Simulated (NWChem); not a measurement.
**BNH3O (SMILES N[B]O) at U-wB97X/6-31G(d) (spherical functions)**

What is the vertical ionisation energy of BNH3O at U-wB97X/6-31G* (spherical functions)? 

Program for the calculation: NWChem 7.3.0.

2 further runs of the same task are left out: 2 that didn't finish.

## Step 1: Starting point

The species is BNH3O (6 atoms), meant as a doublet with charge 0. SMILES: `N[B]O`. Geometry: relaxed at PBE0-D4/def2-TZVP. This is one conformer, not always the lowest.

Bond lengths: N1–B2 1.390 Å, B2–O3 1.359 Å, N1–H4 1.002 Å, N1–H5 1.010 Å, O3–H6 0.958 Å. Angles: N1–B2–O3 122.6°, B2–N1–H4 122.8°, B2–N1–H5 122.6°, B2–O3–H6 113.3°, H4–N1–H5 114.6°.

## Step 2: A single-point energy at U-wB97X/6-31G(d) (spherical functions)

bh3no.nw

```
START bh3no
memory 2200 mb
charge 0

GEOMETRY noautosym nocenter noautoz
  N       -0.781300       0.184600      -0.560400
  B        0.032600      -0.490400       0.341500
  O        1.270200      -0.047100       0.684600
  H       -1.694900      -0.139800      -0.815500
  H       -0.498900       1.042700      -1.012000
  H        1.714300      -0.614000       1.315700
END

BASIS spherical bse
  * library 6-31G*
END

DFT
  xc wb97x
  mult 2
  grid xcoarse
  convergence energy 1e-08
  maxiter 100
  mulliken
  print low
END

TASK dft energy
```

Launch:

```
$ nwchem bh3no.nw > bh3no.out
```

Output, cut to the lines that bear on the results:

```text
[...]
 d= 0,ls=0.0,diis     1   -156.5207850940 -2.18D+02  1.00D-02  1.37D-01     0.4
[...]
 d= 0,ls=0.0,diis    11   -156.5893877974 -2.16D-09  7.11D-07  4.19D-10     4.3
[...]
         Total DFT energy =     -156.589387797430
      One electron energy =     -334.687238778732
           Coulomb energy =      137.376744523779
    Exchange-Corr. energy =      -20.717358047344
 Nuclear repulsion energy =       61.438464504867
[...]
      Total Density - Mulliken Population Analysis
     ---------------------------------------------
    Atom       Charge   Shell Charges
 -----------   ------   -------------------------------------------------------
    1 N    7     7.75   2.00  0.75  2.57  0.78  1.64  0.02
    2 B    5     4.79   2.00  0.49  1.31  0.47  0.41  0.10
    3 O    8     8.57   2.00  0.90  2.95  0.89  1.81  0.02
    4 H    1     0.66   0.50  0.15
    5 H    1     0.67   0.50  0.17
    6 H    1     0.57   0.47  0.09
[...]
      <S2> =      0.7522 (Exact =     0.7500)
[...]
```

It took 5.1 s on 1 thread of Intel Xeon 6975P-C (Granite Rapids), shared host; peak memory 0.1 GiB.

## Step 3: The singlet cation at the same level

calc.nw

```
start calc
title "BH3NO"
memory 2200 mb
charge 1
geometry noautosym nocenter noautoz
  N    -0.781300    0.184600   -0.560400
  B     0.032600   -0.490400    0.341500
  O     1.270200   -0.047100    0.684600
  H    -1.694900   -0.139800   -0.815500
  H    -0.498900    1.042700   -1.012000
  H     1.714300   -0.614000    1.315700
end
basis spherical bse
  * library 6-31G*
end
dft
  xc wb97x
  grid xcoarse
  convergence energy 1e-08
  maxiter 100
  mulliken
  noprint "final vectors analysis"
end
task dft energy
```

Launch:

```
$ nwchem calc.nw > calc.out
```

Output, cut to the lines that bear on the results:

```text
[...]
          Wavefunction type:  closed shell.
          No. of atoms     :     6
          No. of electrons :    22
[...]
          Charge           :     1
          Spin multiplicity:     1
[...]
          AO basis - number of functions:    48
[...]
              XC Information
              --------------
                       wb97x  Method XC Functional
                     Hartree-Fock (Exact) Exchange  1.000
                         wb97x Exchange Functional  1.000
                      wb97x Correlation Functional  1.000
[...]
 d= 0,ls=0.0,diis     1   -156.0424684637 -2.17D+02  2.78D-02  2.57D+00     0.4
[...]
 d= 0,ls=0.0,diis    11   -156.3046137947 -9.43D-10  2.91D-07  5.25D-10     4.0
         Total DFT energy =     -156.304613794715
      One electron energy =     -327.944126815807
           Coulomb energy =      130.556072958792
    Exchange-Corr. energy =      -20.355024442567
 Nuclear repulsion energy =       61.438464504867
[...]
      Total Density - Mulliken Population Analysis
     ---------------------------------------------
    Atom       Charge   Shell Charges
 -----------   ------   -------------------------------------------------------
    1 N    7     7.72   2.00  0.75  2.57  0.80  1.59  0.02
    2 B    5     4.23   2.00  0.56  1.21  0.15  0.21  0.11
    3 O    8     8.44   2.00  0.92  2.91  0.89  1.69  0.02
    4 H    1     0.57   0.49  0.09
    5 H    1     0.54   0.47  0.07
    6 H    1     0.49   0.45  0.05
[...]
```

It took 4.8 s on 1 thread of Intel Xeon 6975P-C (Granite Rapids), shared host; peak memory 0.1 GiB.

## Step 4: Results

Level: U-wB97X/6-31G* (spherical functions).

```
                                          quantity          value
                       doublet BNH3O: total energy  -156.58939 Eh
                               doublet BNH3O: ⟨S²⟩          0.752
                      singlet cation: total energy  -156.30461 Eh
vertical ionisation energy (to the singlet cation)       7.749 eV
```

In words: The vertical ionisation energy comes to 7.75 eV (748 kJ/mol). Only the singlet of the ionised species was computed; a triplet could lie lower.
